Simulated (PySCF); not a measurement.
MgAl⁺: energy against distance

Set-up: PySCF, no relativity, basis sets Mg 3-21G, Al 3-21G. Energies in eV from Mg + Al⁺ in their ground configurations at the same level. State: ¹Σ⁺ (singlet), closed shell.

All columns are PBE0. A positive dipole points towards Al; it is taken about the centre of mass and depends on that origin.

```csv
R (Å),E (eV),μ (D),Mulliken charge on Mg (basis-dependent),HOMO (eV),LUMO (eV),Mayer bond order,⟨S²⟩
2.704,-0.795,-1.76,0.58,-10.54,-7.32,0.67,0.00
2.830,-0.922,-1.56,0.56,-10.53,-7.22,0.66,0.00
2.955,-0.990,-1.33,0.53,-10.50,-7.14,0.65,0.00
3.050,-1.013,-1.13,0.51,-10.46,-7.09,0.64,0.00
3.144,-1.018,-0.92,0.49,-10.42,-7.06,0.63,0.00
3.238,-1.011,-0.69,0.47,-10.37,-7.04,0.62,0.00
3.364,-0.987,-0.36,0.44,-10.30,-7.02,0.60,0.00
3.521,-0.943,0.09,0.41,-10.19,-7.01,0.58,0.00
3.710,-0.877,0.65,0.37,-10.05,-7.04,0.55,0.00
3.961,-0.780,1.44,0.32,-9.84,-7.10,0.50,0.00
```

A fit through these points gives, at Re = 3.133 Å, μ = -0.94 D and dμ/dR = 2.35 D/Å; the reduced mass is 12.7 u.

Problem. How strong is the fundamental in the double-harmonic approximation, I = 42.26·(dμ/dR)²/μred km/mol?

Solution. I = 42.26·(2.35)²/12.7 = 18.4 km/mol at PBE0.

Closed-shell solutions of metal pairs were not tested for spin polarisation, which can lower them a little. For an ion De counts to the pair picked by the measured ionisation energies or electron affinities, which need not be the lowest pair at this level. 3-21G is very small, so such numbers show the basis as much as the molecule.
